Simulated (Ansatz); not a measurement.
## Pb under compression and expansion

```cif
data_structure
_symmetry_space_group_name_H-M 'Fm-3m'
_symmetry_Int_Tables_number 225
_cell_length_a 5.0410
_cell_length_b 5.0410
_cell_length_c 5.0410
_cell_angle_alpha 90.000
_cell_angle_beta 90.000
_cell_angle_gamma 90.000
_cell_volume 128.10
loop_
_atom_site_label
_atom_site_type_symbol
_atom_site_symmetry_multiplicity
_atom_site_Wyckoff_symbol
_atom_site_fract_x
_atom_site_fract_y
_atom_site_fract_z
_atom_site_occupancy
Pb1 Pb 4 a 0.00000 0.00000 0.00000 1
```

The runs use the primitive cell with vectors (0.000, 2.520, 2.520), (2.520, 0.000, 2.520), (2.520, 2.520, 0.000) Å, to which the k mesh refers.

The cell was built from the fcc type and relaxed in the same program, and has space group Fm-3m; it needn't be a known or the stable phase.

No spin–orbit coupling, which matters for the heavy atoms here.

Methods: DFT, PBE, all-electron LAPW, scalar-relativistic (Ansatz 0.2.0); DFT, PBE, PAW with Ansatz's default frozen-core files, scalar-relativistic (Ansatz 0.2.0).

For LAPW: a Γ-centred 13×13×13 k mesh, Fermi–Dirac smearing of 0.05 eV, basis error target 0.25 meV/atom, no spin polarisation. PAW takes a cutoff of 420 eV at this cell. The Ansatz runs share mesh, smearing and spin set-up. Plane-wave (PAW) pressures include the program's estimate of the Pulay term.

The cell above is scaled evenly, with fractional coordinates and shape held.

**Question.** Estimate the equilibrium volume and bulk modulus that LAPW (all electrons) gives for this fixed shape.

**Answer.** V0 = 32.03 Å³/atom, B0 = 38 GPa, B0′ = 5.0, from a third-order Birch–Murnaghan fit to these pressures:
```json
{"V/V(cell)": "0.9405", "V (Å³/atom)": "30.119", "P, LAPW (GPa)": "2.76", "P, PAW (GPa)": "2.75"}
{"V/V(cell)": "0.9700", "V (Å³/atom)": "31.063", "P, LAPW (GPa)": "1.27", "P, PAW (GPa)": "1.27"}
{"V/V(cell)": "1.0000", "V (Å³/atom)": "32.024", "P, LAPW (GPa)": "0.01", "P, PAW (GPa)": "0.00"}
{"V/V(cell)": "1.0300", "V (Å³/atom)": "32.985", "P, LAPW (GPa)": "-1.04", "P, PAW (GPa)": "-1.05"}
{"V/V(cell)": "1.0600", "V (Å³/atom)": "33.946", "P, LAPW (GPa)": "-1.93", "P, PAW (GPa)": "-1.94"}
```

PAW's V0 lies -0.02 % from the all-electron value and its B0 0.0 %. Symmetry fixes shape and coordinates here, so this is the relaxed modulus.
